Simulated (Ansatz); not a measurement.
**C2H3B: vertical and adiabatic energies of changing the electron count, by script**

Wanted for C2H3B: vertical and adiabatic energies of changing the electron count. SMILES: BC#C.

Computed with the Python package of Ansatz 0.2.0. Level of theory: r2SCAN/cc-pVDZ.

## (1) Starting point

Bond lengths: B1–C2 1.466 Å, C2–C3 1.177 Å, B1–H4 1.147 Å, B1–H5 1.214 Å, C3–H6 1.079 Å. Angles: B1–C2–C3 179.1°, C2–B1–H4 122.2°, C2–B1–H5 122.5°, H4–B1–H5 115.1°, C2–C3–H6 177.6°.

No structure file is read: the coordinates are typed or built in the script.

## (2) Script

File adiabatic_c2h3b.py:

```python
# -*- coding: utf-8 -*-
"""How C2H3B relaxes after losing an electron."""

import itertools
import logging
import sys
import warnings

import ansatz
from ase.data import atomic_numbers, covalent_radii
import numpy as np

logging.basicConfig(stream=sys.stdout, format="%(levelname)s %(message)s")
logger = logging.getLogger("ansatz_job")
logger.setLevel(logging.INFO)

warnings.simplefilter("ignore", ansatz.DeckWarning)

geometry_ang = [
    ("B", (-0.8174, 0.6139, -0.3653)),
    ("C", (0.2717, -0.2333, 0.1304)),
    ("C", (1.1396, -0.9278, 0.5169)),
    ("H", (-1.7059, 0.1872, -0.9522)),
    ("H", (-0.8056, 1.8231, -0.2563)),
    ("H", (1.9598, -1.5272, 0.8803)),
]
geometry = ansatz.Crystal.molecule()
for symbol, xyz in geometry_ang:
    geometry = geometry.atom(symbol, xyz)

setup = geometry.calculation()
setup = setup.basis(gaussian="cc-pVDZ")
setup = setup.functional("r2scan")
symbols = [site.symbol for site in geometry.cartesian_sites]
start = np.array([site.position_ang for site in geometry.cartesian_sites], dtype=float)
r = setup.relax(force_tolerance=0.01).run(threads=1, pin="off").report
end = np.array(r["positions_ang"])

minimum = ansatz.Crystal.molecule()
for symbol, place in zip(symbols, end):
    minimum = minimum.atom(symbol, place.tolist())
ion = (
    minimum.calculation()
    .basis(gaussian="cc-pVDZ")
    .functional("r2scan")
    .charge(1)
    .spin("collinear", total=1)
)
vertical = ion.run(threads=1, pin="off").report
settled = ion.relax(force_tolerance=0.01, max_steps=80).run(threads=1, pin="off").report
logger.info(f"vertical ionisation energy   {vertical['free_energy_ev'] - r['free_energy_ev']:.3f} eV")
logger.info(f"adiabatic, no zero point     {settled['free_energy_ev'] - r['free_energy_ev']:.3f} eV")
logger.info(f"relaxation energy of the ion {vertical['free_energy_ev'] - settled['free_energy_ev']:.3f} eV")
ionised = np.array(settled["positions_ang"])
# pairs closer than 1.2 times the sum of covalent radii, before or after
radius = [covalent_radii[atomic_numbers[s]] for s in symbols]
span = lambda where, i, j: np.linalg.norm(where[i] - where[j])
bonded = [(i, j) for i, j in itertools.combinations(range(len(symbols)), 2) if min(span(end, i, j), span(ionised, i, j)) < 1.2 * (radius[i] + radius[j])]
logger.info("pair        before    after (A)")
for i, j in bonded:
    print(f"{symbols[i]}{i}-{symbols[j]}{j}".ljust(10), f"{span(end, i, j):8.4f} {span(ionised, i, j):8.4f}")
```

## (3) What the engine is handed

The package turns the script's settings into the engine's input (first run):

```yaml
crystal:
  periodic: [false, false, false]
  atoms:
    - { symbol: B, position_ang: [-0.8174, 0.6139, -0.3653] }
    - { symbol: C, position_ang: [0.2717, -0.2333, 0.1304] }
    - { symbol: C, position_ang: [1.1396, -0.9278, 0.5169] }
    - { symbol: H, position_ang: [-1.7059, 0.1872, -0.9522] }
    - { symbol: H, position_ang: [-0.8056, 1.8231, -0.2563] }
    - { symbol: H, position_ang: [1.9598, -1.5272, 0.8803] }
basis:
  gaussian:
    orbitals: cc-pVDZ
hamiltonian:
  xc: r2scan
relax:
  f_tol: 0.01
```

## (4) Running it

Run with:

```bash
python adiabatic_c2h3b.py
```

The log of the run:

```text
INFO vertical ionisation energy   10.248 eV
INFO adiabatic, no zero point     10.170 eV
INFO relaxation energy of the ion 0.078 eV
INFO pair        before    after (A)
B0-C1        1.5056   1.4718
B0-H3        1.2049   1.2197
B0-H4        1.2049   1.2197
C1-C2        1.2265   1.2595
C2-H5        1.0745   1.0875
```

It took 9.9 s on 1 thread of AMD EPYC 9R45 (Zen 5), shared host; peak memory 0.24 GiB.

## (5) Inputs of later runs

The engine's inputs for the other runs:

Run 2, against run 1:

```diff
@@ -4,6 +4,6 @@
-    - { symbol: B, position_ang: [-0.8174, 0.6139, -0.3653] }
-    - { symbol: C, position_ang: [0.2717, -0.2333, 0.1304] }
-    - { symbol: C, position_ang: [1.1396, -0.9278, 0.5169] }
-    - { symbol: H, position_ang: [-1.7059, 0.1872, -0.9522] }
-    - { symbol: H, position_ang: [-0.8056, 1.8231, -0.2563] }
-    - { symbol: H, position_ang: [1.9598, -1.5272, 0.8803] }
+    - { symbol: B, position_ang: [-0.8358242490029197, 0.6515203486696765, -0.3966375010806256] }
+    - { symbol: C, position_ang: [0.2776031358748592, -0.2224388539246459, 0.11647225330799271] }
+    - { symbol: C, position_ang: [1.1840109767211335, -0.9351063208630246, 0.534741136369269] }
+    - { symbol: H, position_ang: [-1.7711629620486529, 0.15734404496576226, -0.9735174796288985] }
+    - { symbol: H, position_ang: [-0.7898601480747516, 1.843992934080482, -0.2299288611248444] }
+    - { symbol: H, position_ang: [1.9774332465303313, -1.5594121529282503, 0.9026704521571067] }
@@ -15,2 +15,4 @@
-relax:
-  f_tol: 0.01
+magnetization:
+  spin_polarized: true
+  initial_magnetization: 1.0
+total_charge: 1.0
```

Run 3, against run 1:

```diff
@@ -4,6 +4,6 @@
-    - { symbol: B, position_ang: [-0.8174, 0.6139, -0.3653] }
-    - { symbol: C, position_ang: [0.2717, -0.2333, 0.1304] }
-    - { symbol: C, position_ang: [1.1396, -0.9278, 0.5169] }
-    - { symbol: H, position_ang: [-1.7059, 0.1872, -0.9522] }
-    - { symbol: H, position_ang: [-0.8056, 1.8231, -0.2563] }
-    - { symbol: H, position_ang: [1.9598, -1.5272, 0.8803] }
+    - { symbol: B, position_ang: [-0.8358242490029197, 0.6515203486696765, -0.3966375010806256] }
+    - { symbol: C, position_ang: [0.2776031358748592, -0.2224388539246459, 0.11647225330799271] }
+    - { symbol: C, position_ang: [1.1840109767211335, -0.9351063208630246, 0.534741136369269] }
+    - { symbol: H, position_ang: [-1.7711629620486529, 0.15734404496576226, -0.9735174796288985] }
+    - { symbol: H, position_ang: [-0.7898601480747516, 1.843992934080482, -0.2299288611248444] }
+    - { symbol: H, position_ang: [1.9774332465303313, -1.5594121529282503, 0.9026704521571067] }
@@ -14,0 +15,4 @@
+magnetization:
+  spin_polarized: true
+  initial_magnetization: 1.0
+total_charge: 1.0
@@ -16,0 +21 @@
+  max_steps: 80
```

Lines on the test bed's own set-up are left out of the output.

A comment line of the script is reworded here; the code is as run.

## (6) The runs side by side

From the records of these 3 runs:

| run | kind of run | system | unpaired or total moment | energy (eV) | <S²> | SCF cycles in all | CPU time (s) |
| --- | --- | --- | --- | --- | --- | --- | --- |
| 1 | relaxation | C2H3B | not set | -2794.8456 | 0.00 | 60 | 3.1 |
| 2 | single point | C2H3B, charge +1 | 1 | -2784.5974 | 0.76 | 21 | 0.95 |
| 3 | relaxation | C2H3B, charge +1 | 1 | -2784.6758 | 0.76 | 74 | 5.5 |

Totals carry meaning only in balanced differences at one level of theory.

## (7) Path of the relaxation of run 1

Step by step:

```
step  E - E(step 1) (eV)  largest force component (eV/Å)
   1              0.0000                          4.4761
   2             -0.1571                          0.9019
   3             -0.2194                          0.3536
   4             -0.2237                          0.0418
   5             -0.2238                          0.0055
```

Step 1 is the start.

Before: Bond lengths: B1–C2 1.466 Å, C2–C3 1.177 Å, B1–H4 1.147 Å, B1–H5 1.214 Å, C3–H6 1.079 Å. Angles: B1–C2–C3 179.1°, C2–B1–H4 122.2°, C2–B1–H5 122.5°, H4–B1–H5 115.1°, C2–C3–H6 177.6°.

After: Bond lengths: B1–C2 1.506 Å, C2–C3 1.227 Å, B1–H4 1.205 Å, B1–H5 1.205 Å, C3–H6 1.075 Å. Angles: B1–C2–C3 180.0°, C2–B1–H4 119.9°, C2–B1–H5 119.9°, H4–B1–H5 120.1°, C2–C3–H6 179.9°.

## (8) How the relaxation of run 3 went

The steps of the relaxation:

| step | energy from step 1 (eV) | largest force component (eV/Å) |
| --- | --- | --- |
| 1 | 0.0000 | 2.9153 |
| 2 | -0.0720 | 0.4240 |
| 3 | -0.0771 | 0.1068 |
| 4 | -0.0780 | 0.0737 |
| 5 | -0.0784 | 0.0056 |

Step 1 is the start.

Before: Bond lengths: B1–C2 1.506 Å, C2–C3 1.227 Å, B1–H4 1.205 Å, B1–H5 1.205 Å, C3–H6 1.075 Å. Angles: B1–C2–C3 180.0°, C2–B1–H4 119.9°, C2–B1–H5 119.9°, H4–B1–H5 120.1°, C2–C3–H6 179.9°.

After: Bond lengths: B1–C2 1.472 Å, C2–C3 1.259 Å, B1–H4 1.220 Å, B1–H5 1.220 Å, C3–H6 1.087 Å. Angles: B1–C2–C3 180.0°, C2–B1–H4 122.7°, C2–B1–H5 122.7°, H4–B1–H5 114.6°, C2–C3–H6 180.0°.

## (9) What came out

| quantity | value |
| --- | --- |
| vertical ionisation energy | 10.248 eV |
| adiabatic ionisation energy, no zero point | 10.170 eV |
| runs compared | 3 |

What this shows: The ionisation energy is a difference of two total energies at the neutral geometry; letting the ion relax lowers it by 0.08 eV. In CPU time, run 3 cost about 5.8 times as much as run 2. Run 1: The relaxation took 4 moves; the largest shift is 0.075 Å, of atom 4 (H). Run 3: After 4 moves the largest shift is 0.039 Å. The energies are electronic: no zero-point or thermal terms, and the basis set is short of its limit. The product may relax into another structure. The relaxation finds the nearest minimum, so the adiabatic value is an upper bound.
